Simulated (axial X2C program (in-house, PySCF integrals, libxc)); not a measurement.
## Levels of SiS⁻ by electron attachment to SiS (EOM-EA-CCSD)

Computed with an in-house all-electron X2C program for linear molecules (integrals from PySCF): two-component X2C with atomic mean-field Coulomb and Gaunt terms, Gaussian nuclei, basis S dyall-av3z, Si dyall-av3z with contracted cores.

R = 2.026 Å (1.045 times 1.939 Å, the PBE0 minimum at charge 0 for the lowest determinant).

Levels of SiS⁻ obtained by attaching an electron to SiS:

```json
{"Ω": "1/2", "binding energy (eV)": "0.501", "above lowest (cm⁻¹)": "0", "attached spinor": "61% Si pπ, 13% Si dπ, 11% S dπ", "one-particle weight": "0.94"}
{"Ω": "3/2", "binding energy (eV)": "0.481", "above lowest (cm⁻¹)": "161", "attached spinor": "60% Si pπ, 14% Si dπ, 11% S dπ", "one-particle weight": "0.94"}
{"Ω": "1/2", "binding energy (eV)": "-0.769", "above lowest (cm⁻¹)": "10243", "attached spinor": "58% Si pσ, 38% Si sσ", "one-particle weight": "0.99"}
{"Ω": "1/2", "binding energy (eV)": "-0.879", "above lowest (cm⁻¹)": "11125", "attached spinor": "48% Si sσ, 32% Si pσ, 8% Si dσ", "one-particle weight": "0.99"}
{"Ω": "1/2", "binding energy (eV)": "-1.152", "above lowest (cm⁻¹)": "13330", "attached spinor": "93% Si pπ", "one-particle weight": "0.99"}
{"Ω": "3/2", "binding energy (eV)": "-1.154", "above lowest (cm⁻¹)": "13345", "attached spinor": "93% Si pπ", "one-particle weight": "0.99"}
{"Ω": "1/2", "binding energy (eV)": "-2.287", "above lowest (cm⁻¹)": "22487", "attached spinor": "76% S pσ, 12% Si dσ, 7% S dσ", "one-particle weight": "0.98"}
```

**Question.** Take the first Ω = 1/2 and Ω = 3/2 rows of π character: how far apart are they, and which lies lower?

**Answer.** E(3/2) − E(1/2) = 161 − 0 = 161 cm⁻¹ at EOM-EA-CCSD: regular, Ω = 1/2 lower. Splittings at this level can be off by ten to twenty per cent.

Negative binding energies belong to unbound states, resonances or levels that the basis set holds; within some tenths of an eV of zero the sign is not settled.

This point took 18 s on 1 thread of Arm Neoverse N1, with other jobs on the host.

Reference electrons by ω block (each with its −ω partner): 1/2: 12, 3/2: 3. 10 electrons of SiS correlated (inner shells frozen), 92 natural virtual spinors (a truncated set); levels can be off by some tenths of an eV. Roots sought by Ω: (1/2: 5, 3/2: 4, 5/2: 2, 7/2: 1); rows need 60 % one-particle weight and stop where some Ω has no more roots. Missing are any skipped roots, higher Ω and states of a further excitation; these come out far too high here and may in truth be low or lowest. T1 of the reference 0.026 (Lee–Taylor). Number of frozen shells: S 2 s, 1 p; Si 2 s, 1 p. Large amplitudes in the reference (orbital relaxation or multireference character) lower the reliability.
